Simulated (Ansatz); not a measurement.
ClF: the interaction energy of a dimer with the counterpoise correction, run with the Python package of Ansatz (0.2.0).

Script `dimer_clf.py`:
```python
"""Interaction energy of two ClF molecules, with the counterpoise correction."""

import ansatz as az

BASIS = "def2-SVP"
FUNCTIONAL = "b3lyp"

FIRST = [
    ("Cl", (0.0, 0.0, -0.7925)),
    ("F", (0.0, 0.0, 0.7925)),
]
SECOND = [
    ("Cl", (2.912, 0.02, 0.6868)),
    ("F", (2.3416, 0.8818, 1.8886)),
]

def energy(atoms, ghosts=()):
    molecule = az.Crystal.molecule()
    for symbol, xyz in atoms:
        molecule = molecule.atom(symbol, xyz)
    calc = (
        molecule.calculation()
        .basis(gaussian=BASIS)
        .functional(FUNCTIONAL)
    )
    deck = calc.input()
    if ghosts:
        deck = deck.set(az.key.basis.gaussian.ghost_atoms, [{"symbol": s, "position_ang": list(xyz)} for s, xyz in ghosts])
    return az.Session.from_dict(deck).plan().execute().report["free_energy_ev"]

# monomers in their own basis and in the basis of the dimer
both = energy(FIRST + SECOND)
alone = energy(FIRST) + energy(SECOND)
ghosted = energy(FIRST, SECOND) + energy(SECOND, FIRST)
print(f"dimer {both:.6f} eV")
print(f"interaction, uncorrected   {(both - alone):8.3f} eV")
print(f"interaction, counterpoise  {(both - ghosted):8.3f} eV")
print(f"basis-set superposition    {(alone - ghosted):8.3f} eV")
```

How large is the interaction at this pose, and how much of it is basis-set superposition?

Uncorrected it is 0.046 eV, with the counterpoise correction 0.135 eV; the difference, 0.09 eV, is the superposition error. In this basis both values are repulsive.

The output:

Running `python dimer_clf.py` prints:
```text
dimer -30462.202369 eV
interaction, uncorrected      0.046 eV
interaction, counterpoise     0.135 eV
basis-set superposition       0.089 eV
```

Notes:
- Total energies depend on the basis set; only differences at equal settings carry meaning.
- The dimer is a generated trial pose of unrelaxed monomers, not a minimum, so the figure is no binding energy, and the basis set is small.
- b3lyp holds the VWN-RPA fit, as in Gaussian; the form of ORCA and Turbomole is b3lyp5.
- This level lacks the dispersion part of the attraction (electrostatics and induction are there), which can decide the sign where the interaction is weak.
- The spin state was assumed, and another may lie lower.
- Timing: 5.1 s on 1 thread of AMD EPYC 7R43 64-Core Processor (Zen 3) (shared host), peak memory 0.17 GiB.

(Lines on the test bed's own set-up are left out of the output.)
